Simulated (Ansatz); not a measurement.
# CH3Cl (SMILES CCl): a rigid scan of the angle H5–C1–Cl2

The task here is to estimate one member of a computed series from the others.

Computed with Ansatz 0.2.0, Gaussian basis. Level: single points in def2-TZVPP.

Levels: PBE-D4, r2SCAN-D4, PBE0-D4, B3LYP-D4, wB97M-V, Hartree-Fock, MP2, CCSD, CCSD(T). The scan takes 90.6, 95.1, 99.6, 104.1, 108.6, 113.1, 117.6, 122.1, 126.6°.

Cores are frozen in the correlated methods. B3LYP uses VWN-RPA correlation.

19 further runs of the same task are left out: 19 set aside as unsound or not needed.

## The starting structure

The minimum, relaxed at PBE0-D4: SMILES `CCl`, 5 atoms, charge 0, spin multiplicity 1.

Atoms are counted from 1 here; the program's logs count them from 0.

Bond lengths: C1–Cl2 1.773 Å, C1–H3 1.087 Å, C1–H4 1.087 Å, C1–H5 1.087 Å. Angles: Cl2–C1–H3 108.6°, Cl2–C1–H4 108.6°, Cl2–C1–H5 108.6°, H3–C1–H4 110.3°, H3–C1–H5 110.3°, H4–C1–H5 110.3°.

Geometry (Å):

```
C    -0.1209    0.0100    0.0513
Cl    1.4694   -0.2908   -0.6725
H    -0.2848   -0.7154    0.8447
H    -0.8800   -0.0971   -0.7201
H    -0.1338    1.0197    0.4551
```

Energies of the minimum (eV), from earlier single points: PBE-D4 -13602.77250, r2SCAN-D4 -13607.87766, PBE0-D4 -13603.99606, B3LYP-D4 -13610.09152, wB97M-V -13608.03178, CCSD(T) -13593.73511.

At the minimum the angle H5–C1–Cl2 is 108.6°.

The first run:

File ccsdt-tzvpp/in.yaml:

```yaml
crystal:
  periodic: [false, false, false]
  atoms:
    - {symbol: C, position_ang: [-0.120937, 0.010045, 0.051280]}
    - {symbol: Cl, position_ang: [1.469397, -0.290787, -0.672482]}
    - {symbol: H, position_ang: [-0.284765, -0.715423, 0.844691]}
    - {symbol: H, position_ang: [-0.879955, -0.097127, -0.720116]}
    - {symbol: H, position_ang: [0.184414, 1.015243, 0.332319]}
basis:
  gaussian: {orbitals: def2-TZVPP}
correlation: {method: ccsd_t}
```

No record of the launch command was kept for these runs.

Steps of the session up to this table: H5–C1–Cl2 = 90.6°; H5–C1–Cl2 = 95.1°; H5–C1–Cl2 = 99.6°; H5–C1–Cl2 = 104.1°; H5–C1–Cl2 = 108.6°; H5–C1–Cl2 = 113.1°; H5–C1–Cl2 = 117.6°; H5–C1–Cl2 = 122.1°; H5–C1–Cl2 = 126.6°.

One table of the session follows, with a row left open; its other results are not shown here.

It belongs to the step «The curves». Energies less that of the minimum at the same level (meV):

| angle (°) | PBE-D4 | PBE0-D4 | B3LYP-D4 | wB97M-V | Hartree-Fock |
| --- | --- | --- | --- | --- | --- |
| 90.6 | 300 | 306 | 317 | 313 | 352 |
| 95.1 | 169 | 171 | 178 | 175 | 195 |
| 99.6 | 76 | 75 | 80 | 78 | 85 |
| 104.1 | 20 | 19 | 21 | 20 | 21 |
| 108.6 | 0 | 0 | 0 | 0 | 0 |
| 108.6 (minimum) | 0 | 0 | 0 | 0 | 0 |
| 113.1 | 15 | 18 | 16 | 17 | 21 |
| 117.6 | ? | ? | ? | ? | ? |
| 122.1 | 148 | 159 | 156 | 156 | 186 |
| 126.6 | 264 | 282 | 278 | 278 | 327 |

**Question.** Estimate the row for angle (°) = 117.6.

Worked estimate for «PBE-D4». A straight line through the neighbours (113.1, 15) and (122.1, 148) gives 15 + (148 − 15) × (117.6 − 113.1) / (122.1 − 113.1) = 82; a parabola fitted to 4 rows on both sides gives 65.

As computed: PBE-D4: 65; PBE0-D4: 71; B3LYP-D4: 68; wB97M-V: 69; Hartree-Fock: 83. In «PBE-D4» the line misses by +17 and the parabola by +0.
